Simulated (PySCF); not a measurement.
## Working out the electron affinity of Cl

Cl- [Ar] (1S) → Cl [Ne] 3s2 3p5 (2P). Calculation: PySCF 2.14, in dyall-av3z (19s12p3d2f, 84 functions); the non-relativistic Hamiltonian (point nucleus). Frozen: [Ne]; the 26 highest virtual orbitals dropped. Energies in hartree (1 hartree = 27.21139 eV):

```json
{"part": "UHF", "Cl- (lower)": "-459.576532", "Cl (upper)": "-459.489222"}
{"part": "MP2 opposite-spin", "Cl- (lower)": "-0.157607", "Cl (upper)": "-0.126407"}
{"part": "MP2 same-spin", "Cl- (lower)": "-0.052256", "Cl (upper)": "-0.037455"}
```

Question: What does Hartree-Fock give?

Answer: (-459.489222) − (-459.576532) = 0.087310 hartree = 2.376 eV.

Question: What do MP2 and SCS-MP2 (6/5 opposite-spin, 1/3 same-spin) give?

Answer: The opposite-spin parts differ by 0.849 eV and the same-spin parts by 0.403 eV. MP2: 2.376 + (0.849) + (0.403) = 3.628 eV. SCS-MP2: 2.376 + 1.2 × (0.849) + (0.403)/3 = 3.529 eV.

A first-order spin-orbit estimate adds -0.034 eV to MP2 (valence), giving 3.594 eV against 3.613 eV (measured; photodetachment measurements, as compiled on the Wikipedia data page of electron affinities).

What remains against the reference includes basis incompleteness, the frozen core and correlation beyond second order.
